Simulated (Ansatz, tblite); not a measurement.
# The cluster B₂As: one state, many levels

How do method and basis change the picture of the cluster B₂As (doublet)?

Program: Ansatz 0.2.0, Gaussian basis. Level of theory: as each input shows. These are calculated values, not measurements.

The runs, in order: GFN1-xTB, GFN2-xTB, PBE-D4/def2-TZVP, r2SCAN-D4/def2-TZVP, PBE-QIDH/def2-TZVP, ωB97M-V/def2-TZVP, LDA/def2-TZVP, B3LYP-D4/def2-TZVP, HF/def2-TZVP, PBE-D4/def2-SVP, PBE0-D4/def2-SVP, HF/STO-3G, HF/6-31G, B3LYP-D4/6-31G, PBE0-D4/def2-TZVPD, PBE-D4/def2-TZVPD, r2SCAN-D4/def2-TZVPD, CCSD(T)/def2-TZVPP, MP2/def2-TZVP, RPA/def2-TZVP, CCSD(T)/def2-TZVPD.

1 further run of the same task is left out (set aside as unsound or not needed). Runs told in other sessions of the task aren't counted.

## 1. The geometry

The geometry is that of the doublet, from an earlier relaxation (PBE-D4/def2-TZVP). At that level it is the lowest of the isomers that a small search found.

3 atoms, charge 0, spin multiplicity 2.

Bond lengths: B1–B2 1.539 Å, B1–As3 2.126 Å, B2–As3 1.843 Å. Angles: B2–B1–As3 57.8°, B1–B2–As3 77.3°, B1–As3–B2 44.9°.

Coordinates:

```xyz
3

B     1.0616   -0.1624    0.0004
B    -0.3305   -0.8182   -0.0062
As   -0.7310    0.9806    0.0058
```

PBE0-D4/def2-TZVP was run before; its log isn't repeated, and its numbers join the tables.

## 2. GFN1-xTB

Tight binding, by tblite at 300 K electronic temperature and without a spin-polarisation term:

```python
tblite.interface.Calculator('GFN1-xTB', numbers, positions, charge=0, uhf=1).singlepoint()
```

Energy -136.5585 eV; 0.003 s.

## 3. GFN2-xTB

Tight binding, by tblite at 300 K electronic temperature and without a spin-polarisation term:

```python
tblite.interface.Calculator('GFN2-xTB', numbers, positions, charge=0, uhf=1).singlepoint()
```

Energy -125.5226 eV; 0.002 s.

## 4. PBE-D4/def2-TZVP

start.molden holds the orbitals of an earlier run on this state, given as this run's starting guess.

in.yaml reads:

```yaml
crystal:
  periodic: [false, false, false]
  atoms:
    - {symbol: B, position_ang: [1.061553, -0.162397, 0.000391]}
    - {symbol: B, position_ang: [-0.330527, -0.818237, -0.006194]}
    - {symbol: As, position_ang: [-0.731016, 0.980634, 0.005803]}
basis:
  gaussian: {orbitals: def2-TZVP, initial_orbitals: start.molden}
magnetization: {spin_polarized: true, initial_magnetization: 1}
hamiltonian: {xc: pbe, dispersion: d4}
scf: {omitted_lower_state_checks: [starts]}
output: {orbitals: {seedname: orbitals}}
```

On the command line:

```console
$ ansatz run in.yaml --threads 4 --pin off --events-out ev --progress --plain --max-ram 3916MiB
```

Log:

```text
Functional definition: PBE
  name "PBE"
  cite "Perdew, Burke & Ernzerhof, Phys. Rev. Lett. 77, 3865 (1996) doi:10.1103/PhysRevLett.77.3865"
  parent pbe
  parameter kappa = 0.804
  parameter beta = 0.06672455060314922
  exchange = pbe_x(kappa = kappa, mu = beta*pi^2/3)
  correlation = pbe_c(beta = beta)
these checks for a lower state are left out or cut short: starts
711 factors; their error is unknown
mean field evaluation 1: about -62178.2592 eV, gradient 6.1e0 eV
mean field evaluation 2: about -62178.3277 eV, gradient 1.0e-1 eV
mean field evaluation 4: about -62178.3228 eV, gradient 2.5e-3 eV
mean field evaluation 8: about -62178.3228 eV, gradient 4.7e-5 eV
mean field -62178.32279347 eV, -2285.0112166790 hartree, gradient 4.7e-5 eV, S^2 0.764677; 0 other end points of the search recorded, 0 dependent functions left out
reference -62178.32282419 eV, -2285.0112178082 hartree; 22, 21 occupied and 88, 89 virtual orbitals, 711 factors
Total energy: -62178.40239425 eV, -2285.0141419539 hartree
Checks for a lower state left out: starts
```

It took 1.1 s on 4 threads of Arm Neoverse V1, shared host.

HOMO -5.66 eV, LUMO -4.12 eV (over both spins); ⟨S²⟩ 0.765 (pure: 0.75).

## 5. r2SCAN-D4/def2-TZVP

in.yaml, as its differences from that of step 4:

```diff
@@ -9,3 +9,3 @@
 magnetization: {spin_polarized: true, initial_magnetization: 1}
-hamiltonian: {xc: pbe, dispersion: d4}
+hamiltonian: {xc: r2scan, dispersion: d4}
 scf: {omitted_lower_state_checks: [starts]}
```

The command is unchanged.

Log:

```text
Functional definition: r2SCAN
  name "r2SCAN"
  cite "Furness, Kaplan, Ning, Perdew & Sun, J. Phys. Chem. Lett. 11, 8208 (2020) doi:10.1021/acs.jpclett.0c02405"
  cite "Furness, Kaplan, Ning, Perdew & Sun, J. Phys. Chem. Lett. 11, 9248 (2020) doi:10.1021/acs.jpclett.0c03077"
  parent r2scan
  parameter k0 = 0.174
  parameter k1 = 0.065
  parameter a1 = 4.9479
  exchange = r2scan_x(k0 = k0, k1 = k1, a1 = a1)
  correlation = r2scan_c
these checks for a lower state are left out or cut short: starts
711 factors; their error is unknown
mean field evaluation 1: about -62188.3896 eV, gradient 4.5e0 eV
mean field evaluation 2: about -62188.4207 eV, gradient 5.5e-2 eV
mean field evaluation 4: about -62188.4156 eV, gradient 4.9e-3 eV
mean field evaluation 8: about -62188.4156 eV, gradient 7.0e-5 eV
mean field -62188.41557950 eV, -2285.3821197246 hartree, gradient 1.4e-5 eV, S^2 0.786364; 0 other end points of the search recorded, 0 dependent functions left out
reference -62188.41559212 eV, -2285.3821201882 hartree; 22, 21 occupied and 88, 89 virtual orbitals, 711 factors
Total energy: -62188.43072851 eV, -2285.3826764405 hartree
Checks for a lower state left out: starts
```

Wall time 4.8 s (4 threads of Arm Neoverse V1, shared host).

From the report: HOMO -6.06 eV, LUMO -3.96 eV (over both spins); ⟨S²⟩ 0.786 (pure: 0.75).

## 6. PBE-QIDH/def2-TZVP

in.yaml, as its differences from that of step 5:

```diff
@@ -9,4 +9,3 @@
 magnetization: {spin_polarized: true, initial_magnetization: 1}
-hamiltonian: {xc: r2scan, dispersion: d4}
+hamiltonian: {xc: {name: PBE-QIDH}}
 scf: {omitted_lower_state_checks: [starts]}
-output: {orbitals: {seedname: orbitals}}
```

Same command.

Log (excerpt; [...] marks lines left out):

```text
Functional definition: PBE-QIDH
  name "PBE-QIDH"
  cite "Brémond, Sancho-García, Pérez-Jiménez & Adamo, J. Chem. Phys. 141, 031101 (2014) doi:10.1063/1.4890314"
  cite "Perdew, Burke & Ernzerhof, Phys. Rev. Lett. 77, 3865 (1996) doi:10.1103/PhysRevLett.77.3865"
[...]
714 factors; integrals over basis functions are off by at most 7.6e-4 eV
[...]
mean field -62166.50618649 eV, -2284.5769643821 hartree, gradient 2.8e-6 eV, S^2 0.883153; 0 other end points of the search recorded, 0 dependent functions left out
11 core orbitals not correlated: weight in the atoms' cores, before any rotation towards them, 1.000 or more for the frozen orbitals, at most 0.000 for the correlated occupied ones
reference -62166.50619613 eV, -2284.5769647363 hartree; 11, 10 occupied and 88, 89 virtual orbitals, 714 factors
second order -13.07929454 eV of doubles, -0.00000000 eV of singles
Total energy: -62170.86596097 eV, -2284.7371831392 hartree
Checks for a lower state left out: starts
```

Run time: 2.6 s. Hardware: 4 threads of Arm Neoverse V1, shared host.

From the report: ⟨S²⟩ 0.883 (pure: 0.75).

## 7. ωB97M-V/def2-TZVP

in.yaml, as its differences from that of step 6:

```diff
@@ -9,3 +9,4 @@
 magnetization: {spin_polarized: true, initial_magnetization: 1}
-hamiltonian: {xc: {name: PBE-QIDH}}
+hamiltonian: {xc: {name: wB97M-V}}
 scf: {omitted_lower_state_checks: [starts]}
+output: {orbitals: {seedname: orbitals}}
```

Same command.

Log (excerpt; [...] marks lines left out):

```text
Functional definition: wB97M-V
  name "wB97M-V"
  cite "Mardirossian & Head-Gordon, J. Chem. Phys. 144, 214110 (2016) doi:10.1063/1.4952647"
  cite "Becke, J. Chem. Phys. 107, 8554 (1997) doi:10.1063/1.475007"
  cite "Vydrov & Van Voorhis, J. Chem. Phys. 133, 244103 (2010) doi:10.1063/1.3521275"
  # Of w^i u^j: cxij and so on, Table III.
[...]
  gx(w, u) = 1 - cx + cx01*u + cx10*w
  gss(w, u) = css00 + css04*u^4 + css10*w + css20*w^2 + css43*w^4*u^3
  gos(w, u) = cos00 + cos10*w + (cos20 + cos21*u)*w^2 + (cos60 + cos61*u)*w^6
[...]
      + integral(e_c_pw_mod_opposite_spin*gos(b97_w_opposite, b97_u_opposite)) + vv10(b, c)
[...]
742 factors; their error is unknown
151 factors; integrals over basis functions are off by at most 2.6e-5 eV
[...]
mean field -62185.39682050 eV, -2285.2711823773 hartree, gradient 3.3e-5 eV, S^2 0.767292; 0 other end points of the search recorded, 0 dependent functions left out
reference -62185.39685507 eV, -2285.2711836479 hartree; 22, 21 occupied and 88, 89 virtual orbitals, 742 factors
Total energy: -62185.39685507 eV, -2285.2711836479 hartree
Checks for a lower state left out: starts
```

Run time: 5.5 s. Hardware: 4 threads of Arm Neoverse V1, shared host.

HOMO -8.77 eV, LUMO -1.29 eV (over both spins); ⟨S²⟩ 0.767 (pure: 0.75).

## 8. LDA/def2-TZVP

in.yaml, as its differences from that of step 7:

```diff
@@ -9,3 +9,3 @@
 magnetization: {spin_polarized: true, initial_magnetization: 1}
-hamiltonian: {xc: {name: wB97M-V}}
+hamiltonian: {xc: lda}
 scf: {omitted_lower_state_checks: [starts]}
```

Same command.

Log:

```text
Functional definition: SPW92
  name "SPW92"
  cite "Dirac, Proc. Camb. Phil. Soc. 26, 376 (1930) doi:10.1017/S0305004100016108"
  cite "Slater, Phys. Rev. 81, 385 (1951) doi:10.1103/PhysRev.81.385"
  cite "Perdew & Wang, Phys. Rev. B 45, 13244 (1992) doi:10.1103/PhysRevB.45.13244"
  exchange = slater_x
  correlation = pw_c
these checks for a lower state are left out or cut short: starts
711 factors; their error is unknown
mean field evaluation 1: about -62084.7364 eV, gradient 1.9e1 eV
mean field evaluation 2: about -62084.9813 eV, gradient 3.7e-1 eV
mean field evaluation 4: about -62084.9805 eV, gradient 9.6e-2 eV
mean field evaluation 8: about -62084.9806 eV, gradient 1.5e-5 eV
mean field -62084.98059240 eV, -2281.5809540596 hartree, gradient 1.5e-5 eV, S^2 0.763203; 0 other end points of the search recorded, 0 dependent functions left out
reference -62084.98062035 eV, -2281.5809550864 hartree; 22, 21 occupied and 88, 89 virtual orbitals, 711 factors
Total energy: -62084.98062035 eV, -2281.5809550864 hartree
Checks for a lower state left out: starts
```

Wall time 0.55 s (4 threads of Arm Neoverse V1, shared host).

From the report: HOMO -5.67 eV, LUMO -4.31 eV (over both spins); ⟨S²⟩ 0.763 (pure: 0.75).

## 9. B3LYP-D4/def2-TZVP

in.yaml, as its differences from that of step 8:

```diff
@@ -9,3 +9,3 @@
 magnetization: {spin_polarized: true, initial_magnetization: 1}
-hamiltonian: {xc: lda}
+hamiltonian: {xc: {name: B3LYP}, dispersion: d4}
 scf: {omitted_lower_state_checks: [starts]}
```

Launched as before.

Log (excerpt; [...] marks lines left out):

```text
Functional definition: B3LYP
  name "B3LYP"
  cite "Stephens, Devlin, Chabalowski & Frisch, J. Phys. Chem. 98, 11623 (1994) doi:10.1021/j100096a001"
  cite "Becke, Phys. Rev. A 38, 3098 (1988) doi:10.1103/PhysRevA.38.3098"
  cite "Lee, Yang & Parr, Phys. Rev. B 37, 785 (1988) doi:10.1103/PhysRevB.37.785"
  cite "Vosko, Wilk & Nusair, Can. J. Phys. 58, 1200 (1980) doi:10.1139/p80-159"
[...]
754 factors; their error is unknown
[...]
mean field -62190.66967208 eV, -2285.4649560989 hartree, gradient 3.3e-5 eV, S^2 0.764429; 0 other end points of the search recorded, 0 dependent functions left out
reference -62190.66986164 eV, -2285.4649630652 hartree; 22, 21 occupied and 88, 89 virtual orbitals, 754 factors
Total energy: -62190.80339130 eV, -2285.4698701897 hartree
Checks for a lower state left out: starts
```

Wall time 1.3 s (4 threads of Arm Neoverse V1, shared host).

Report: HOMO -6.65 eV, LUMO -3.47 eV (over both spins); ⟨S²⟩ 0.764 (pure: 0.75).

## 10. HF/def2-TZVP

in.yaml, as its differences from that of step 9:

```diff
@@ -9,3 +9,3 @@
 magnetization: {spin_polarized: true, initial_magnetization: 1}
-hamiltonian: {xc: {name: B3LYP}, dispersion: d4}
+hamiltonian: {xc: hf}
 scf: {omitted_lower_state_checks: [starts]}
```

The command is unchanged.

Log:

```text
Functional definition: HF
  name "HF"
  cite "Fock, Z. Phys. 61, 126 (1930) doi:10.1007/BF01340294"
  parent pbe
  exchange = exact_x
  correlation = 0
these checks for a lower state are left out or cut short: starts
908 factors; their error is unknown
mean field evaluation 1: about -62133.3756 eV, gradient 1.7e1 eV
mean field evaluation 2: about -62133.9272 eV, gradient 7.5e-1 eV
mean field evaluation 4: about -62134.0365 eV, gradient 1.5e-1 eV
mean field evaluation 8: about -62135.0584 eV, gradient 5.5e-3 eV
mean field evaluation 16: about -62135.0584 eV, gradient 1.1e-5 eV
mean field -62135.05843905 eV, -2283.4212809799 hartree, gradient 1.1e-5 eV, S^2 1.245066; 0 other end points of the search recorded, 0 dependent functions left out
reference -62135.05843905 eV, -2283.4212809799 hartree; 22, 21 occupied and 88, 89 virtual orbitals, 908 factors
Total energy: -62135.05843905 eV, -2283.4212809799 hartree
Checks for a lower state left out: starts
```

Run time: 1.4 s. Hardware: 4 threads of Arm Neoverse V1, shared host.

From the report: HOMO -9.64 eV, LUMO 0.05 eV (over both spins); ⟨S²⟩ 1.245 (pure: 0.75). Doubts: spin contamination.

## 11. PBE-D4/def2-SVP

in.yaml, as its differences from that of step 10:

```diff
@@ -7,5 +7,5 @@
 basis:
-  gaussian: {orbitals: def2-TZVP, initial_orbitals: start.molden}
+  gaussian: {orbitals: def2-SVP, initial_orbitals: start.molden}
 magnetization: {spin_polarized: true, initial_magnetization: 1}
-hamiltonian: {xc: hf}
+hamiltonian: {xc: pbe, dispersion: d4}
 scf: {omitted_lower_state_checks: [starts]}
```

The command is unchanged.

Log:

```text
Functional definition: PBE
  name "PBE"
  cite "Perdew, Burke & Ernzerhof, Phys. Rev. Lett. 77, 3865 (1996) doi:10.1103/PhysRevLett.77.3865"
  parent pbe
  parameter kappa = 0.804
  parameter beta = 0.06672455060314922
  exchange = pbe_x(kappa = kappa, mu = beta*pi^2/3)
  correlation = pbe_c(beta = beta)
these checks for a lower state are left out or cut short: starts
671 factors; their error is unknown
mean field evaluation 1: about -62169.3697 eV, gradient 4.7e0 eV
mean field evaluation 2: about -62169.4467 eV, gradient 1.0e-1 eV
mean field evaluation 4: about -62169.4032 eV, gradient 3.0e-3 eV
mean field evaluation 8: about -62169.4032 eV, gradient 1.6e-5 eV
mean field -62169.40320592 eV, -2284.6834278826 hartree, gradient 1.6e-5 eV, S^2 0.766189; 0 other end points of the search recorded, 0 dependent functions left out
reference -62169.40323018 eV, -2284.6834287739 hartree; 22, 21 occupied and 38, 39 virtual orbitals, 671 factors
Total energy: -62169.48280023 eV, -2284.6863529196 hartree
Checks for a lower state left out: starts
```

Run time: 0.55 s. Hardware: 4 threads of Arm Neoverse V1, shared host.

HOMO -5.64 eV, LUMO -4.06 eV (over both spins); ⟨S²⟩ 0.766 (pure: 0.75).

## 12. PBE0-D4/def2-SVP

in.yaml, as its differences from that of step 11:

```diff
@@ -9,3 +9,3 @@
 magnetization: {spin_polarized: true, initial_magnetization: 1}
-hamiltonian: {xc: pbe, dispersion: d4}
+hamiltonian: {xc: pbe0, dispersion: d4}
 scf: {omitted_lower_state_checks: [starts]}
```

Launched as before.

Log (excerpt; [...] marks lines left out):

```text
Functional definition: PBE0
  name "PBE0"
  cite "Adamo & Barone, J. Chem. Phys. 110, 6158 (1999) doi:10.1063/1.478522"
  cite "Perdew, Burke & Ernzerhof, Phys. Rev. Lett. 77, 3865 (1996) doi:10.1103/PhysRevLett.77.3865"
  parent pbe
[...]
605 factors; integrals over basis functions are off by at most 1.0e-3 eV
[...]
mean field -62171.19751856 eV, -2284.7493676560 hartree, gradient 1.6e-5 eV, S^2 0.775213; 0 other end points of the search recorded, 0 dependent functions left out
reference -62171.19753666 eV, -2284.7493683209 hartree; 22, 21 occupied and 38, 39 virtual orbitals, 605 factors
Total energy: -62171.26347312 eV, -2284.7517914414 hartree
Checks for a lower state left out: starts
```

Run time: 0.75 s. Hardware: 4 threads of Arm Neoverse V1, shared host.

HOMO -6.93 eV, LUMO -3.24 eV (over both spins); ⟨S²⟩ 0.775 (pure: 0.75).

## 13. HF/STO-3G

in.yaml, as its differences from that of step 12:

```diff
@@ -7,5 +7,5 @@
 basis:
-  gaussian: {orbitals: def2-SVP, initial_orbitals: start.molden}
+  gaussian: {orbitals: STO-3G}
 magnetization: {spin_polarized: true, initial_magnetization: 1}
-hamiltonian: {xc: pbe0, dispersion: d4}
+hamiltonian: {xc: hf}
 scf: {omitted_lower_state_checks: [starts]}
```

Launched as before.

Log:

```text
Functional definition: HF
  name "HF"
  cite "Fock, Z. Phys. 61, 126 (1930) doi:10.1007/BF01340294"
  parent pbe
  exchange = exact_x
  correlation = 0
these checks for a lower state are left out or cut short: starts
306 factors; integrals over basis functions are off by at most 1.8e-4 eV
mean field evaluation 1: about -61434.5021 eV, gradient 1.3e1 eV
mean field evaluation 2: about -61434.5214 eV, gradient 1.3e1 eV
mean field evaluation 4: about -61437.1897 eV, gradient 4.1e0 eV
mean field evaluation 8: about -61438.1538 eV, gradient 8.5e-1 eV
mean field evaluation 16: about -61438.3986 eV, gradient 2.4e-1 eV
mean field -61438.46380557 eV, -2257.8219003684 hartree, gradient 1.6e-5 eV, S^2 1.526301; 0 other end points of the search recorded, 0 dependent functions left out
reference -61438.46380557 eV, -2257.8219003684 hartree; 22, 21 occupied and 6, 7 virtual orbitals, 306 factors
Total energy: -61438.46380557 eV, -2257.8219003684 hartree
Checks for a lower state left out: starts
```

Wall time 0.15 s (4 threads of Arm Neoverse V1, shared host).

Report: HOMO -6.70 eV, LUMO 4.33 eV (over both spins); ⟨S²⟩ 1.526 (pure: 0.75). Doubts: spin contamination.

## 14. HF/6-31G

in.yaml, as its differences from that of step 13:

```diff
@@ -7,3 +7,3 @@
 basis:
-  gaussian: {orbitals: STO-3G}
+  gaussian: {orbitals: 6-31G}
 magnetization: {spin_polarized: true, initial_magnetization: 1}
```

Launched as before.

Log:

```text
Functional definition: HF
  name "HF"
  cite "Fock, Z. Phys. 61, 126 (1930) doi:10.1007/BF01340294"
  parent pbe
  exchange = exact_x
  correlation = 0
these checks for a lower state are left out or cut short: starts
502 factors; integrals over basis functions are off by at most 2.7e-4 eV
mean field evaluation 1: about -62122.0780 eV, gradient 8.4e0 eV
mean field evaluation 2: about -62122.1508 eV, gradient 8.5e0 eV
mean field evaluation 4: about -62123.6706 eV, gradient 3.4e0 eV
mean field evaluation 8: about -62124.2272 eV, gradient 6.1e-1 eV
mean field evaluation 16: about -62124.3508 eV, gradient 2.5e-1 eV
mean field evaluation 32: about -62124.3868 eV, gradient 1.3e-2 eV
mean field -62124.38681630 eV, -2283.0291060772 hartree, gradient 1.8e-5 eV, S^2 1.319122; 0 other end points of the search recorded, 0 dependent functions left out
reference -62124.38681630 eV, -2283.0291060772 hartree; 22, 21 occupied and 25, 26 virtual orbitals, 502 factors
Total energy: -62124.38681630 eV, -2283.0291060772 hartree
Checks for a lower state left out: starts
```

Run time: 0.4 s. Hardware: 4 threads of Arm Neoverse V1, shared host.

From the report: HOMO -9.59 eV, LUMO 0.04 eV (over both spins); ⟨S²⟩ 1.319 (pure: 0.75). Doubts: spin contamination.

## 15. B3LYP-D4/6-31G

in.yaml, as its differences from that of step 14:

```diff
@@ -9,3 +9,3 @@
 magnetization: {spin_polarized: true, initial_magnetization: 1}
-hamiltonian: {xc: hf}
+hamiltonian: {xc: {name: B3LYP}, dispersion: d4}
 scf: {omitted_lower_state_checks: [starts]}
```

The command is unchanged.

Log (excerpt; [...] marks lines left out):

```text
Functional definition: B3LYP
  name "B3LYP"
  cite "Stephens, Devlin, Chabalowski & Frisch, J. Phys. Chem. 98, 11623 (1994) doi:10.1021/j100096a001"
  cite "Becke, Phys. Rev. A 38, 3098 (1988) doi:10.1103/PhysRevA.38.3098"
  cite "Lee, Yang & Parr, Phys. Rev. B 37, 785 (1988) doi:10.1103/PhysRevB.37.785"
  cite "Vosko, Wilk & Nusair, Can. J. Phys. 58, 1200 (1980) doi:10.1139/p80-159"
[...]
502 factors; integrals over basis functions are off by at most 2.7e-4 eV
[...]
mean field -62180.01717543 eV, -2285.0734840678 hartree, gradient 1.7e-5 eV, S^2 0.766979; 0 other end points of the search recorded, 0 dependent functions left out
reference -62180.01737038 eV, -2285.0734912318 hartree; 22, 21 occupied and 25, 26 virtual orbitals, 502 factors
Total energy: -62180.15090004 eV, -2285.0783983563 hartree
Checks for a lower state left out: starts
```

It took 0.7 s on 4 threads of Arm Neoverse V1, shared host.

From the report: HOMO -6.50 eV, LUMO -3.26 eV (over both spins); ⟨S²⟩ 0.767 (pure: 0.75).

## 16. PBE0-D4/def2-TZVPD

in.yaml, as its differences from that of step 15:

```diff
@@ -7,5 +7,5 @@
 basis:
-  gaussian: {orbitals: 6-31G}
+  gaussian: {orbitals: def2-TZVPD, initial_orbitals: start.molden}
 magnetization: {spin_polarized: true, initial_magnetization: 1}
-hamiltonian: {xc: {name: B3LYP}, dispersion: d4}
+hamiltonian: {xc: pbe0, dispersion: d4}
 scf: {omitted_lower_state_checks: [starts]}
```

Same command.

Log:

```text
Functional definition: PBE0
  name "PBE0"
  cite "Adamo & Barone, J. Chem. Phys. 110, 6158 (1999) doi:10.1063/1.478522"
  cite "Perdew, Burke & Ernzerhof, Phys. Rev. Lett. 77, 3865 (1996) doi:10.1103/PhysRevLett.77.3865"
  parent pbe
  parameter a = 0.25
  parameter kappa = 0.804
  parameter beta = 0.06672455060314922
  exchange = (1 - a)*pbe_x(kappa = kappa, mu = beta*pi^2/3) + a*exact_x
  correlation = pbe_c(beta = beta)
these checks for a lower state are left out or cut short: starts
767 factors; their error is unknown
mean field evaluation 1: about -62179.8608 eV, gradient 4.0e0 eV
mean field evaluation 2: about -62179.8722 eV, gradient 2.7e-2 eV
mean field evaluation 4: about -62180.1152 eV, gradient 1.7e-4 eV
mean field evaluation 8: about -62180.1152 eV, gradient 2.7e-5 eV
mean field -62180.11519126 eV, -2285.0770860828 hartree, gradient 3.6e-5 eV, S^2 0.773211; 0 other end points of the search recorded, 0 dependent functions left out
reference -62180.11521901 eV, -2285.0770871026 hartree; 22, 21 occupied and 106, 107 virtual orbitals, 767 factors
Total energy: -62180.18115547 eV, -2285.0795102230 hartree
Checks for a lower state left out: starts
```

Run time: 3.5 s. Hardware: 4 threads of Arm Neoverse V1, shared host.

From the report: HOMO -6.92 eV, LUMO -3.29 eV (over both spins); ⟨S²⟩ 0.773 (pure: 0.75).

[end of part 1 of 2]
